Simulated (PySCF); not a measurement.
# How far are cheaper levels from CCSD(T)/CBS for PO⁻?

PySCF; the state is a triplet (π ↑↑). The composite is CCSD(T) extrapolated to the basis-set limit from two correlation-consistent sets, with core-valence (CV) and scalar-relativistic (SR) terms as its label shows; it has no spin–orbit coupling and nothing beyond (T). Here it is CCSD(T)/CBS(DT)+CV+SR. It gives Re = 1.542 Å, ωe = 1037 cm⁻¹ and De = 5.73 eV to P + O⁻.

| level | basis | relativity | Re (Å) | ωe (cm⁻¹) | De (eV) |
| --- | --- | --- | --- | --- | --- |
| LDA | aug-cc-pVDZ-DK | spin-free X2C | 1.584 | 976 | 6.60 |
| PBE | aug-cc-pVDZ-DK | spin-free X2C | 1.600 | 942 | 5.72 |
| r²SCAN | aug-cc-pVDZ-DK | spin-free X2C | 1.585 | 980 | 5.52 |
| PBE0 | aug-cc-pVDZ-DK | spin-free X2C | 1.577 | 1010 | 5.41 |
| PBE0 | aug-cc-pV(D+d)Z/aug-cc-pVDZ | no relativity | 1.557 | 1021 | 5.62 |
| B97-3 | aug-cc-pVDZ-DK | spin-free X2C | 1.582 | 1001 | 5.48 |
| LC-ωPBE | aug-cc-pVDZ-DK | spin-free X2C | 1.570 | 1051 | 5.25 |
| B2PLYP | aug-cc-pVDZ-DK | spin-free X2C | 1.596 | 945 | 5.30 |

Q: Give the difference of each row from the composite.

A: 

```
  level                        basis  ΔRe (pm)  Δωe (%)  ΔDe (eV)
    LDA               aug-cc-pVDZ-DK      +4.2     -5.9     +0.87
    PBE               aug-cc-pVDZ-DK      +5.8     -9.2     -0.01
 r²SCAN               aug-cc-pVDZ-DK      +4.3     -5.5     -0.21
   PBE0               aug-cc-pVDZ-DK      +3.5     -2.6     -0.32
   PBE0  aug-cc-pV(D+d)Z/aug-cc-pVDZ      +1.5     -1.5     -0.11
  B97-3               aug-cc-pVDZ-DK      +4.0     -3.5     -0.25
LC-ωPBE               aug-cc-pVDZ-DK      +2.8     +1.4     -0.48
 B2PLYP               aug-cc-pVDZ-DK      +5.4     -8.9     -0.43
```

Q: Which rows come closest in De?

A: PBE in aug-cc-pVDZ-DK (-0.01 eV), counted from the composite.

Correlated steps freeze 6 core orbitals. For an ion De counts to the pair picked by the measured ionisation energies or electron affinities, which need not be the lowest pair at this level. The highest Kohn–Sham level is positive in some of these anions. Much of that is self-interaction error, but it also means that the finite basis helps to hold the extra electron. B2PLYP dipoles, levels and charges come from its SCF part alone. The state was picked by a PBE0 search and need not be the measured ground state.
